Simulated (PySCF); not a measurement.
**Cl, Cl⁺: ionisation energy in x2c-TZVPall**

Wanted: the ionisation energy of chlorine, up a ladder of methods.

Program: PySCF 2.14.0. Level of theory: unrestricted determinants in a Gaussian basis, no spin-orbit coupling in the energies. These are calculated values, not measurements, unless marked.

**1. Starting point**

```
Element                                   : chlorine (Z = 17)
Basis                                     : x2c-TZVPall (5s5p2d1f, 37 functions)
Hamiltonian                               : scalar relativity by spin-free X2C-1e
State 1                                   : Cl: [Ne] 3s2 3p5, 2P determinant
State 2                                   : Cl⁺: [Ne] 3s2 3p4, high-spin 3P determinant
Methods                                   : UHF, M06-2X, PBE, MP2, CCSD(T)
Core shells frozen in the correlated runs : valence: [Ne] (for Cl)
```

The outer shells:

Cl [Ne] 3s2 3p5
```
[Ne] core
3s [↑↓]
3p [↑↓][↑↓][↑ ]
```

Cl+ [Ne] 3s2 3p4
```
[Ne] core
3s [↑↓]
3p [↑↓][↑ ][↑ ]
```

The runs were made by one driver on top of PySCF. The scripts below sum up each run's settings (the driver also hands on starting orbitals that pick excited configurations, and frozen orbitals as a list rather than a count), and the logs come from the driver's own runs. The driver starts from symmetry-adapted Hartree-Fock orbitals, holds the occupation by maximum overlap and uses a logarithmic radial grid for functionals, so a plain start would take other cycles.

It was started by

```console
OMP_NUM_THREADS=1 python atomrun2.py TASK.json OUT
```

The integrals over 37 functions and the set-up took 0.09 s of CPU time.

**2. Cl, method by method**

#### UHF

File input.py:

```python
from pyscf import gto, scf, dft, mp, cc
import basis_set_exchange as bse
mol = gto.M(atom="Cl 0 0 0", charge=0, spin=1, symmetry="D2h",
            basis=gto.basis.parse(bse.get_basis("x2c-TZVPall", elements=["Cl"], fmt="nwchem", header=False)),
            nucmod="G")
mf = scf.UHF(mol).sfx2c1e()
mf.irrep_nelec = {'Ag': (3, 3), 'B1u': (2, 2), 'B2u': (2, 2), 'B3u': (2, 1)}
mf.kernel()
```

The log of the run:

```text
damping factor = 0
level_shift factor = 0
DIIS = <class 'pyscf.scf.diis.CDIIS'>
diis_start_cycle = 1
diis_space = 10
diis_damp = 0
SCF conv_tol = 1e-09
SCF conv_tol_grad = None
number electrons alpha = 9  beta = 8
cycle= 1 E= -460.886924885072  delta_E= -0.00564  |g|= 0.0324  |ddm|= 0.0525
cycle= 2 E= -460.887651495427  delta_E= -0.000727  |g|= 0.0125  |ddm|= 0.0196
cycle= 3 E= -460.88778302621  delta_E= -0.000132  |g|= 0.000991  |ddm|= 0.0131
cycle= 4 E= -460.887784237597  delta_E= -1.21e-06  |g|= 0.000311  |ddm|= 0.00188
cycle= 5 E= -460.88778435368  delta_E= -1.16e-07  |g|= 9.49e-05  |ddm|= 0.000662
cycle= 6 E= -460.887784363844  delta_E= -1.02e-08  |g|= 2.35e-05  |ddm|= 0.000235
cycle= 7 E= -460.887784364536  delta_E= -6.92e-10  |g|= 2.55e-06  |ddm|= 6.79e-05
converged SCF energy = -460.887784364536  <S^2> = 0.75962177  2S+1 = 2.0095987
```

It took 0.12 s on 1 thread of Neoverse-V1, shared host, the integrals not counted.

The occupied shells:

| shell | electrons | mean orbital energy (eV) | spread (eV) | rms radius (bohr) |
| --- | --- | --- | --- | --- |
| 1s α | 1 | -2864.3 | 0 | 0.105 |
| 1s β | 1 | -2863.9 | 0 | 0.105 |
| 2s α | 1 | -290.52 | 0 | 0.479 |
| 2s β | 1 | -290.22 | 0 | 0.479 |
| 2p α | 3 | -219.89 | 0.662 | 0.451 |
| 2p β | 3 | -219.33 | 0.540 | 0.451 |
| 3s α | 1 | -31.042 | 0 | 1.67 |
| 3s β | 1 | -27.745 | 0 | 1.67 |
| 3p α | 3 | -14.324 | 2.140 | 2.01 |
| 3p β | 2 | -13.024 | 0 | 2.01 |

⟨S²⟩ = 0.760, ⟨L²⟩ = 2.03.

#### M06-2X

input.py, as changed from the run before:

```diff
@@ -5,3 +5,3 @@
             nucmod="G")
-mf = scf.UHF(mol).sfx2c1e()
+mf = dft.UKS(mol, xc="M062X").sfx2c1e()
 mf.irrep_nelec = {'Ag': (3, 3), 'B1u': (2, 2), 'B2u': (2, 2), 'B3u': (2, 1)}
```

The log of the run:

```text
damping factor = 0
level_shift factor = 0
DIIS = <class 'pyscf.scf.diis.CDIIS'>
diis_start_cycle = 1
diis_space = 10
diis_damp = 0
SCF conv_tol = 1e-09
SCF conv_tol_grad = None
number electrons alpha = 9  beta = 8
XC functionals = M062X
    Y. Zhao and D. G. Truhlar.,  Theor. Chem. Acc. 120, 215 (2008)
    Y. Zhao and D. G. Truhlar.,  Theor. Chem. Acc. 120, 215 (2008)
cycle= 1 E= -461.563878672742  delta_E= -0.00614  |g|= 0.0221  |ddm|= 0.0823
cycle= 2 E= -461.564008506804  delta_E= -0.00013  |g|= 0.00891  |ddm|= 0.0236
cycle= 3 E= -461.564030586678  delta_E= -2.21e-05  |g|= 0.00179  |ddm|= 0.00805
cycle= 4 E= -461.564031909475  delta_E= -1.32e-06  |g|= 0.000168  |ddm|= 0.00147
cycle= 5 E= -461.564031930462  delta_E= -2.1e-08  |g|= 2.55e-05  |ddm|= 0.000181
cycle= 6 E= -461.564031930821  delta_E= -3.59e-10  |g|= 3.08e-06  |ddm|= 3.29e-05
converged SCF energy = -461.564031930821  <S^2> = 0.7526137  2S+1 = 2.002612
```

Time after the integrals: 0.44 s (1 thread of Neoverse-V1, shared host).

#### PBE

input.py, as changed from the run before:

```diff
@@ -5,3 +5,3 @@
             nucmod="G")
-mf = dft.UKS(mol, xc="M062X").sfx2c1e()
+mf = dft.UKS(mol, xc="PBE").sfx2c1e()
 mf.irrep_nelec = {'Ag': (3, 3), 'B1u': (2, 2), 'B2u': (2, 2), 'B3u': (2, 1)}
```

The log of the run:

```text
damping factor = 0
level_shift factor = 0
DIIS = <class 'pyscf.scf.diis.CDIIS'>
diis_start_cycle = 1
diis_space = 10
diis_damp = 0
SCF conv_tol = 1e-09
SCF conv_tol_grad = None
number electrons alpha = 9  beta = 8
XC functionals = PBE
    J. P. Perdew, K. Burke, and M. Ernzerhof.,  Phys. Rev. Lett. 77, 3865 (1996)
    J. P. Perdew, K. Burke, and M. Ernzerhof.,  Phys. Rev. Lett. 78, 1396 (1997)
    J. P. Perdew, K. Burke, and M. Ernzerhof.,  Phys. Rev. Lett. 77, 3865 (1996)
    J. P. Perdew, K. Burke, and M. Ernzerhof.,  Phys. Rev. Lett. 78, 1396 (1997)
cycle= 1 E= -461.381872125574  delta_E= -0.0104  |g|= 0.021  |ddm|= 0.105
cycle= 2 E= -461.382005026545  delta_E= -0.000133  |g|= 0.0146  |ddm|= 0.04
cycle= 3 E= -461.38209616759  delta_E= -9.11e-05  |g|= 0.00339  |ddm|= 0.0189
cycle= 4 E= -461.382098377888  delta_E= -2.21e-06  |g|= 0.000262  |ddm|= 0.00195
cycle= 5 E= -461.382098421848  delta_E= -4.4e-08  |g|= 3.17e-05  |ddm|= 0.000355
cycle= 6 E= -461.382098422389  delta_E= -5.42e-10  |g|= 1.23e-06  |ddm|= 3.85e-05
converged SCF energy = -461.382098422389  <S^2> = 0.75287559  2S+1 = 2.0028735
```

It took 0.2 s on 1 thread of Neoverse-V1, shared host, the integrals not counted.

#### MP2 (valence)

input.py, as changed from the run before:

```diff
@@ -5,4 +5,5 @@
             nucmod="G")
-mf = dft.UKS(mol, xc="PBE").sfx2c1e()
+mf = scf.UHF(mol).sfx2c1e()
 mf.irrep_nelec = {'Ag': (3, 3), 'B1u': (2, 2), 'B2u': (2, 2), 'B3u': (2, 1)}
 mf.kernel()
+mp.UMP2(mf, frozen=5).kernel()
```

No log was kept for this step.

It took 0.01 s on 1 thread of Neoverse-V1, shared host, the integrals not counted.

With 7 electrons correlated, the MP2 correlation energy is -0.15525 hartree (-0.03617 same spin, -0.11907 opposite spin); the SCS form gives -0.15494. Largest pairs of shells: 3p-3p -0.0964, 3s-3p -0.0499, 3s-3s -0.0089.

#### CCSD(T) (valence)

input.py, as changed from the run before:

```diff
@@ -8,2 +8,3 @@
 mf.kernel()
-mp.UMP2(mf, frozen=5).kernel()
+mycc = cc.CCSD(mf, frozen=5).run()
+mycc.ccsd_t()
```

The log of the run:

```text
CC2 = 0
CCSD nocc = (np.int64(4), np.int64(3)), nmo = (32, 32)
frozen orbitals [[0, 1, 2, 3, 4], [0, 1, 2, 3, 4]]
max_cycle = 100
direct = 0
conv_tol = 1e-08
conv_tol_normt = 1e-06
diis_space = 8
diis_start_cycle = 0
Init t2, MP2 energy = -0.155245816620796
Init E_corr(UCCSD) = -0.155245816624292
cycle = 1  E_corr(UCCSD) = -0.173860851714162  dE = -0.0186150351  norm(t1,t2) = 0.0397315
cycle = 2  E_corr(UCCSD) = -0.177705612625374  dE = -0.00384476091  norm(t1,t2) = 0.0126558
cycle = 3  E_corr(UCCSD) = -0.179389439368557  dE = -0.00168382674  norm(t1,t2) = 0.00512042
cycle = 4  E_corr(UCCSD) = -0.179325056530947  dE = 6.43828376e-05  norm(t1,t2) = 0.000664419
cycle = 5  E_corr(UCCSD) = -0.179325901677816  dE = -8.45146869e-07  norm(t1,t2) = 9.82418e-05
cycle = 6  E_corr(UCCSD) = -0.17932642907258  dE = -5.27394764e-07  norm(t1,t2) = 2.22921e-05
cycle = 7  E_corr(UCCSD) = -0.179326440925882  dE = -1.1853302e-08  norm(t1,t2) = 5.79102e-06
cycle = 8  E_corr(UCCSD) = -0.179326433024407  dE = 7.90147489e-09  norm(t1,t2) = 1.5851e-06
cycle = 9  E_corr(UCCSD) = -0.17932642799068  dE = 5.03372782e-09  norm(t1,t2) = 3.52615e-07
UCCSD converged
E(UCCSD) = -461.0671107925268  E_corr = -0.1793264279906795
UCCSD(T) correction = -0.00564423831731169
```

It took 0.56 s on 1 thread of Neoverse-V1, shared host, the integrals not counted.

CCSD correlation -0.17933 hartree, triples -0.00564; total -461.072755. T1 = 0.007, largest double amplitude 0.054.

Radial density 4πr²ρ of Cl at UHF:

| r (bohr) | density | spin density |
| --- | --- | --- |
| 0.00155 | 0.110 | 0.000 |
| 0.00261 | 0.294 | 0.000 |
| 0.00439 | 0.751 | 0.000 |
| 0.00739 | 1.86 | 0.000 |
| 0.0124 | 4.33 | 0.000 |
| 0.0209 | 9.01 | 0.001 |
| 0.0352 | 15.5 | 0.003 |
| 0.0592 | 19.6 | 0.011 |
| 0.0995 | 16.4 | 0.041 |
| 0.167 | 13.5 | 0.109 |
| 0.282 | 19.1 | 0.132 |
| 0.474 | 13.6 | 0.005 |
| 0.797 | 3.84 | 0.185 |
| 1.34 | 4.58 | 0.641 |
| 2.25 | 2.22 | 0.333 |
| 3.79 | 0.227 | 0.029 |
| 6.38 | 0.000898 | 0.000 |

**3. Cl⁺: the ladder of methods**

#### UHF

File input.py:

```python
from pyscf import gto, scf, dft, mp, cc
import basis_set_exchange as bse
mol = gto.M(atom="Cl 0 0 0", charge=1, spin=2, symmetry="D2h",
            basis=gto.basis.parse(bse.get_basis("x2c-TZVPall", elements=["Cl"], fmt="nwchem", header=False)),
            nucmod="G")
mf = scf.UHF(mol).sfx2c1e()
mf.irrep_nelec = {'Ag': (3, 3), 'B1u': (2, 1), 'B2u': (2, 2), 'B3u': (2, 1)}
mf.kernel()
```

The log of the run:

```text
damping factor = 0
level_shift factor = 0
DIIS = <class 'pyscf.scf.diis.CDIIS'>
diis_start_cycle = 1
diis_space = 10
diis_damp = 0
SCF conv_tol = 1e-09
SCF conv_tol_grad = None
number electrons alpha = 9  beta = 7
cycle= 1 E= -460.454627216418  delta_E= -0.00621  |g|= 0.0347  |ddm|= 0.0562
cycle= 2 E= -460.455458840945  delta_E= -0.000832  |g|= 0.0136  |ddm|= 0.0215
cycle= 3 E= -460.455613297098  delta_E= -0.000154  |g|= 0.000931  |ddm|= 0.0144
cycle= 4 E= -460.455614235948  delta_E= -9.39e-07  |g|= 0.00023  |ddm|= 0.00163
cycle= 5 E= -460.455614290711  delta_E= -5.48e-08  |g|= 4.32e-05  |ddm|= 0.00048
cycle= 6 E= -460.455614292043  delta_E= -1.33e-09  |g|= 9.44e-06  |ddm|= 8.86e-05
cycle= 7 E= -460.455614292126  delta_E= -8.34e-11  |g|= 1.18e-06  |ddm|= 2.47e-05
converged SCF energy = -460.455614292126  <S^2> = 2.0106606  2S+1 = 3.0070986
```

It took 0.12 s on 1 thread of Neoverse-V1, shared host, the integrals not counted.

The occupied shells:

| shell | electrons | mean orbital energy (eV) | spread (eV) | rms radius (bohr) |
| --- | --- | --- | --- | --- |
| 1s α | 1 | -2877.5 | 0 | 0.105 |
| 1s β | 1 | -2876.8 | 0 | 0.105 |
| 2s α | 1 | -303.53 | 0 | 0.478 |
| 2s β | 1 | -302.85 | 0 | 0.478 |
| 2p α | 3 | -233.01 | 0.739 | 0.451 |
| 2p β | 3 | -231.75 | 0.602 | 0.451 |
| 3s α | 1 | -43.762 | 0 | 1.62 |
| 3s β | 1 | -36.818 | 0 | 1.62 |
| 3p α | 3 | -26.354 | 2.263 | 1.86 |
| 3p β | 1 | -23.638 | 0 | 1.86 |

⟨S²⟩ = 2.011, ⟨L²⟩ = 2.04.

#### M06-2X

input.py, as changed from the run before:

```diff
@@ -5,3 +5,3 @@
             nucmod="G")
-mf = scf.UHF(mol).sfx2c1e()
+mf = dft.UKS(mol, xc="M062X").sfx2c1e()
 mf.irrep_nelec = {'Ag': (3, 3), 'B1u': (2, 1), 'B2u': (2, 2), 'B3u': (2, 1)}
```

The log of the run:

```text
damping factor = 0
level_shift factor = 0
DIIS = <class 'pyscf.scf.diis.CDIIS'>
diis_start_cycle = 1
diis_space = 10
diis_damp = 0
SCF conv_tol = 1e-09
SCF conv_tol_grad = None
number electrons alpha = 9  beta = 7
XC functionals = M062X
    Y. Zhao and D. G. Truhlar.,  Theor. Chem. Acc. 120, 215 (2008)
    Y. Zhao and D. G. Truhlar.,  Theor. Chem. Acc. 120, 215 (2008)
cycle= 1 E= -461.086108944489  delta_E= -0.00639  |g|= 0.0194  |ddm|= 0.0763
cycle= 2 E= -461.086234287673  delta_E= -0.000125  |g|= 0.00506  |ddm|= 0.0191
cycle= 3 E= -461.086243305763  delta_E= -9.02e-06  |g|= 0.00152  |ddm|= 0.00357
cycle= 4 E= -461.086244211781  delta_E= -9.06e-07  |g|= 0.000165  |ddm|= 0.00134
cycle= 5 E= -461.08624423017  delta_E= -1.84e-08  |g|= 1.95e-05  |ddm|= 0.000183
cycle= 6 E= -461.086244230362  delta_E= -1.91e-10  |g|= 2.82e-06  |ddm|= 2.64e-05
converged SCF energy = -461.086244230362  <S^2> = 2.0036282  2S+1 = 3.0024178
```

It took 0.41 s on 1 thread of Neoverse-V1, shared host, the integrals not counted.

#### PBE

input.py, as changed from the run before:

```diff
@@ -5,3 +5,3 @@
             nucmod="G")
-mf = dft.UKS(mol, xc="M062X").sfx2c1e()
+mf = dft.UKS(mol, xc="PBE").sfx2c1e()
 mf.irrep_nelec = {'Ag': (3, 3), 'B1u': (2, 1), 'B2u': (2, 2), 'B3u': (2, 1)}
```

The log of the run:

```text
damping factor = 0
level_shift factor = 0
DIIS = <class 'pyscf.scf.diis.CDIIS'>
diis_start_cycle = 1
diis_space = 10
diis_damp = 0
SCF conv_tol = 1e-09
SCF conv_tol_grad = None
number electrons alpha = 9  beta = 7
XC functionals = PBE
    J. P. Perdew, K. Burke, and M. Ernzerhof.,  Phys. Rev. Lett. 77, 3865 (1996)
    J. P. Perdew, K. Burke, and M. Ernzerhof.,  Phys. Rev. Lett. 78, 1396 (1997)
    J. P. Perdew, K. Burke, and M. Ernzerhof.,  Phys. Rev. Lett. 77, 3865 (1996)
    J. P. Perdew, K. Burke, and M. Ernzerhof.,  Phys. Rev. Lett. 78, 1396 (1997)
cycle= 1 E= -460.906455163351  delta_E= -0.0103  |g|= 0.0176  |ddm|= 0.103
cycle= 2 E= -460.906575528694  delta_E= -0.00012  |g|= 0.00543  |ddm|= 0.0245
cycle= 3 E= -460.906588299183  delta_E= -1.28e-05  |g|= 0.00236  |ddm|= 0.00907
cycle= 4 E= -460.906589532179  delta_E= -1.23e-06  |g|= 0.000181  |ddm|= 0.00193
cycle= 5 E= -460.906589545239  delta_E= -1.31e-08  |g|= 1.3e-05  |ddm|= 0.000151
cycle= 6 E= -460.906589545323  delta_E= -8.33e-11  |g|= 9.08e-07  |ddm|= 1.55e-05
converged SCF energy = -460.906589545323  <S^2> = 2.0032501  2S+1 = 3.0021659
```

Time after the integrals: 0.2 s (1 thread of Neoverse-V1, shared host).

#### MP2 (valence)

input.py, as changed from the run before:

```diff
@@ -5,4 +5,5 @@
             nucmod="G")
-mf = dft.UKS(mol, xc="PBE").sfx2c1e()
+mf = scf.UHF(mol).sfx2c1e()
 mf.irrep_nelec = {'Ag': (3, 3), 'B1u': (2, 1), 'B2u': (2, 2), 'B3u': (2, 1)}
 mf.kernel()
+mp.UMP2(mf, frozen=5).kernel()
```

The driver printed no log here.

It took 0.01 s on 1 thread of Neoverse-V1, shared host, the integrals not counted.

With 6 electrons correlated, the MP2 correlation energy is -0.12076 hartree (-0.02805 same spin, -0.09271 opposite spin); the SCS form gives -0.12060. Largest pairs of shells: 3p-3p -0.0567, 3s-3p -0.0549, 3s-3s -0.0091.

#### CCSD(T) (valence)

input.py, as changed from the run before:

```diff
@@ -8,2 +8,3 @@
 mf.kernel()
-mp.UMP2(mf, frozen=5).kernel()
+mycc = cc.CCSD(mf, frozen=5).run()
+mycc.ccsd_t()
```

The log of the run:

```text
CC2 = 0
CCSD nocc = (np.int64(4), np.int64(2)), nmo = (32, 32)
frozen orbitals [[0, 1, 2, 3, 4], [0, 1, 2, 3, 4]]
max_cycle = 100
direct = 0
conv_tol = 1e-08
conv_tol_normt = 1e-06
diis_space = 8
diis_start_cycle = 0
Init t2, MP2 energy = -0.120761347795914
Init E_corr(UCCSD) = -0.120761347796603
cycle = 1  E_corr(UCCSD) = -0.140040089226349  dE = -0.0192787414  norm(t1,t2) = 0.0429266
cycle = 2  E_corr(UCCSD) = -0.14432448793933  dE = -0.00428439871  norm(t1,t2) = 0.014162
cycle = 3  E_corr(UCCSD) = -0.146323905878684  dE = -0.00199941794  norm(t1,t2) = 0.0057184
cycle = 4  E_corr(UCCSD) = -0.146266235078951  dE = 5.76707997e-05  norm(t1,t2) = 0.000701929
cycle = 5  E_corr(UCCSD) = -0.146269158491506  dE = -2.92341256e-06  norm(t1,t2) = 9.02146e-05
cycle = 6  E_corr(UCCSD) = -0.146268899992957  dE = 2.58498549e-07  norm(t1,t2) = 1.63933e-05
cycle = 7  E_corr(UCCSD) = -0.146269232562048  dE = -3.32569091e-07  norm(t1,t2) = 2.65487e-06
cycle = 8  E_corr(UCCSD) = -0.146269140574052  dE = 9.19879955e-08  norm(t1,t2) = 7.04624e-07
cycle = 9  E_corr(UCCSD) = -0.146269154065288  dE = -1.34912353e-08  norm(t1,t2) = 1.57142e-07
cycle = 10  E_corr(UCCSD) = -0.146269153503054  dE = 5.62233593e-10  norm(t1,t2) = 3.21848e-08
UCCSD converged
E(UCCSD) = -460.6018834456294  E_corr = -0.1462691535030542
UCCSD(T) correction = -0.00430186878771515
```

Time after the integrals: 0.51 s (1 thread of Neoverse-V1, shared host).

CCSD correlation -0.14627 hartree, triples -0.00430; total -460.606185. T1 = 0.009, largest double amplitude 0.059.

Radial density 4πr²ρ of Cl⁺ at UHF:

| r (bohr) | density | spin density |
| --- | --- | --- |
| 0.00155 | 0.110 | 0.000 |
| 0.00261 | 0.294 | 0.000 |
| 0.00439 | 0.751 | 0.000 |
| 0.00739 | 1.86 | 0.000 |
| 0.0124 | 4.33 | 0.001 |
| 0.0209 | 9.01 | 0.002 |
| 0.0352 | 15.5 | 0.006 |
| 0.0592 | 19.7 | 0.024 |
| 0.0995 | 16.3 | 0.092 |
| 0.167 | 13.5 | 0.243 |
| 0.282 | 19.1 | 0.294 |
| 0.474 | 13.6 | 0.010 |
| 0.797 | 3.83 | 0.422 |
| 1.34 | 4.32 | 1.385 |
| 2.25 | 1.73 | 0.620 |
| 3.79 | 0.108 | 0.036 |
| 6.38 | 0.000364 | 0.000 |

**4. How the shells move**

Highest occupied Hartree-Fock shell of each state: Cl 3p β at -13.024 eV; Cl⁺ 3p β at -23.638 eV.

**5. The energy differences**

Ionisation energy: Cl [Ne] 3s2 3p5 (2P) → Cl⁺ [Ne] 3s2 3p4 (3P).

| method | value (eV) | error (eV) | CPU time, both states (s) |
| --- | --- | --- | --- |
| UHF | 11.760 | -1.214 | 0.24 |
| M06-2X | 13.001 | +0.028 | 0.85 |
| PBE | 12.939 | -0.034 | 0.4 |
| MP2 (valence) | 12.698 | -0.275 | 0.26 |
| SCS-MP2 (valence) | 12.694 | -0.279 | 0.26 |
| CCSD (valence) | 12.659 | -0.314 |  |
| CCSD(T) (valence) | 12.696 | -0.278 | 1.3 |

Reference: 12.974 eV (measured; NIST levels, between the centres of gravity of the two terms). Errors of the correlated levels include the incompleteness of this basis.

Times are CPU seconds on a shared host without the integrals; correlated rows include their Hartree-Fock run, whose time holds the symmetry-adapted start and any spin-orbit constants, while functionals begin from orbitals already made.

**6. Outcome**

| quantity | value |
| --- | --- |
| ionisation energy, Cl | UHF 11.760, CCSD(T) (valence) 12.696 eV; reference 12.974 |

Accuracy against cost (mean over 1 difference):

| method | mean absolute miss against the measured value (with the measured fine structure taken into account where it is known) (eV) | CPU time, both states (s) |
| --- | --- | --- |
| UHF | 1.214 | 0.24 |
| M06-2X | 0.028 | 0.85 |
| PBE | 0.034 | 0.4 |
| MP2 (valence) | 0.275 | 0.26 |
| SCS-MP2 (valence) | 0.279 | 0.26 |
| CCSD (valence) | 0.314 |  |
| CCSD(T) (valence) | 0.278 | 1.3 |

What this shows: M06-2X lands nearest to the measured value (off by 0.03 eV), level with PBE; UHF misses by most (1.21 eV). Hartree-Fock falls short because the species with more electrons holds more correlation energy, which it lacks. PBE is off by -0.03 eV. The basis is finite, and no extrapolation was made. The dearest level timed, CCSD(T) (valence), costs 5.5 times the cheapest, UHF, and differs from the measured value (with the measured fine structure taken into account where it is known) by 0.28 against 1.21 eV.
